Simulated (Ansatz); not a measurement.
Worked example: the enthalpy of C3H6 → C2H2 + CH4

Species: C3H6 (cyclopropane) `C1CC1`, singlet; C2H2 `C#C`, singlet; CH4 `C`, singlet. 

Shapes, held fixed at every level: PBE0-D4/def2-TZVP. Programs: Ansatz 0.2.0. The zero-point and thermal terms to 298 K, harmonic and unscaled (PBE0-D4/def2-TZVP), stand in the table.

At wB97X-V/def2-TZVPP; 1 Eh = 2625.50 kJ/mol:

```
species  energy (Eh)  H(298 K) − E (kJ/mol)  tabulated ΔfH (kJ/mol)
   C3H6  -117.906042                  225.4                   +53.6
   C2H2   -77.332518                   80.8                  +228.3
    CH4   -40.516492                  127.4                   -74.5
```

Work out the reaction enthalpy at 298 K from the calculation and from the table of heats.


1. Electronic: (-77.332518) + (-40.516492) − [(-117.906042)] = 0.057032 Eh = +149.7 kJ/mol.
2. Zero-point and thermal: (80.8) + (127.4) − [(225.4)] = -17.2 kJ/mol.
3. Computed ΔH = +132.5 kJ/mol.
4. From the heats of formation (Active Thermochemical Tables): (228.3) + (-74.5) − [(53.6)] = +100.2 kJ/mol.
5. Computed less tabulated: +32.3 kJ/mol. Tabulated heats carry uncertainties of their own.
